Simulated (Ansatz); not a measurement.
CaB6-type CaB6 was calculated with PBE (plane waves, PAW; Ansatz, a program for electronic structure).

Settings: plane-wave cutoff 520 eV, 8×8×8 k mesh, Fermi–Dirac smearing 0.01 eV, scalar-relativistic PAW data made under PBE.

Computed points:

| V (Å³/atom) | E − E_lowest (meV/atom) |
|---|---|
| 9.784 | 8.13 |
| 9.988 | 1.98 |
| 10.192 | 0.00 |
| 10.396 | 1.84 |
| 10.600 | 7.15 |

Problem. What bulk modulus B0 and pressure derivative B′ does a third-order Birch–Murnaghan fit give?

Solution. V0 = 10.193 Å³/atom, B0 = 150 GPa, B′ = 3.6 (fit to the energies at full precision).

Shape and atoms are relaxed at each volume.

Measured, for comparison: bulk modulus 170 ± 5 GPa (room temperature, no zero-point or thermal correction; as tabulated in Structural stability and vibrational characteristics of CaB6 under high …); equilibrium volume per atom 10.22 Å³/atom (temperature not stated, no zero-point or thermal correction; as tabulated in Singh (2010), arXiv:1009.1807). Computed (rounded) less measured: bulk modulus -12 %, equilibrium volume per atom -0.3 %.

Note: the gap of the solid is closed in this run; this level leaves the solid without a gap, although one is measured; the bulk modulus comes from volumes at which shape and atoms were relaxed.
